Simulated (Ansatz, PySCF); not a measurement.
Species: CH2Cl2, charge 0, singlet. CH2Cl2 (dichloromethane, SMILES ClCCl).
B3LYP-D3(BJ)/def2-TZVP minimum from Ansatz (a first-principles code):
```xyz
5

C      0.0039     0.0052     0.7673
Cl    -0.0175     1.4825    -0.2263
Cl     0.0153    -1.4855    -0.2061
H     -0.8904    -0.0005     1.3784
H      0.9045     0.0193     1.3690
```

Atomisation energy term by term, kcal/mol (programs: Ansatz). Open shells are spin-unrestricted; no spin-orbit coupling. Cores are frozen in correlated methods. Rows without X2C or -DK are non-relativistic. CBS(X,Y): correlation extrapolated as X^-3, Hartree-Fock from the larger set (Q,5: extrapolated as (X+1)exp(-9√X)). A bracket is a step between two methods taken in the basis named. '+ core + X2C': CCSD(T) terms for core correlation (cc-pwCVTZ, 1s frozen past Ne) and scalar relativity (cc-pVTZ-DK). For partners of very few electrons the exact lower level stands in for a higher one.

```tsv
term	basis	kcal/mol
Hartree-Fock	CBS(cc-pV(Q+d)Z,cc-pV(5+d)Z)	262.49
CCSD correlation	CBS(cc-pV(Q+d)Z,cc-pV(5+d)Z)	99.84
(T)	CBS(cc-pV(Q+d)Z,cc-pV(5+d)Z)	8.70
CCSDT(Q) - CCSD(T)	cc-pV(D+d)Z	0.33
core correlation	cc-pwCVTZ	1.38
scalar relativity	X2C, cc-pVTZ-DK	-0.54
minus zero-point energy	Hessian by PySCF at B3LYP-D3(BJ)/def2-TZVP	-18.36
sum: D0		353.8
```
